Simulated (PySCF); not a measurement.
## Computed properties of CH₂F₂, SMILES FCF

difluoromethane (CH₂F₂), SMILES FCF. Coordinates come from a ωB97X-D3(BJ)/def2-TZVP optimisation. One conformer was computed; it need not be the lowest. All values are computed for the isolated molecule unless a solvent is named; none is compared with measurement here.

**Structure.** The optimised structure has C2v symmetry. All 9 harmonic modes at ωB97X-D3(BJ)/def2-TZVP (PySCF) are real, so it is a minimum. With heavy atoms numbered as in [F:1][CH2:2][F:3], the shortest bond between them is F1–C2 at 1.360 Å and the longest C2–F3 at 1.360 Å.

**Vibrations.** The strongest infrared lines (harmonic, unscaled, degenerate partners summed) lie at 1116 cm⁻¹ (254 km/mol, C 57 %, F 37 %), 1135 cm⁻¹ (105 km/mol, C 51 %, F 42 %), 3079 cm⁻¹ (42 km/mol, H 96 %). The softest mode is at 531 cm⁻¹ and the zero-point energy is 20.7 kcal/mol.

**Electronic structure.** M06-2X/def2-TZVPD (PySCF) places the frontier levels at -11.79 and 0.45 eV, a gap of 12.24 eV, and gives a dipole moment of 2.01 D and a mean polarisability of 17.4 bohr³. PBE/def2-TZVPD (PySCF) at the same geometry gives -8.17 and -0.12 eV, so its gap is 4.19 eV narrower. An orbital gap is neither the optical nor the fundamental gap.

**Excitations.** TDA-M06-2X/def2-SVPD (PySCF) has S1 at 9.73 eV (127 nm, f = 0.039, weak); the most intense of the 10 singlets computed lies at 12.55 eV (f = 0.09). T1 (TDA) is at 9.55 eV, 0.18 eV under S1. TDA-PBE/def2-SVPD (PySCF) puts S1 at 8.43 eV. No vertical singlet excitation falls in the visible range (under 3.1 eV).

**NMR.** GIAO shifts at PBE0/pcSseg-2 (PySCF) (non-relativistic, atoms alike by connectivity averaged): ¹³C at 118.8 ppm against TMS; ¹H at 5.8 ppm against TMS; ¹⁹F at -161.7 ppm against CFCl3.

**Solvation.** SMD-PBE0/def2-SVP (PySCF) gives -0.8 kcal/mol in water, -2.2 kcal/mol in ethylethanoate, -2.8 kcal/mol in 2-propanol (1 M in both phases, gas-phase geometry); of these solvents 2-propanol holds the molecule best.
